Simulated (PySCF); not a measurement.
hydrogen fluoride (FH), SMILES F. Heavy atoms are numbered as in [FH:1]. Hydrogens are named by the atom that carries them.

The structure is a stationary point at B3LYP-D3(BJ)/def2-TZVPD.

Method: B3LYP/pcSseg-2 (PySCF).

GIAO shieldings, no solvent; atoms alike by connectivity are averaged. δ = σ(ref) − σ: ¹⁹F against CFCl3 (σ = 159.6 ppm); ¹H against TMS (σ = 31.68 ppm), references at their B3LYP-D3(BJ)/def2-TZVP geometries, non-relativistic.

### Question
Estimate the chemical shifts. (The exact figures need the calculation; the answer reports its results.)

### Answer

```
nucleus    atoms  count  δ (ppm)
-------  -------  -----  -------
¹⁹F      F1 (FH)      1   -247.4
¹H       H on F1      1     2.59
```
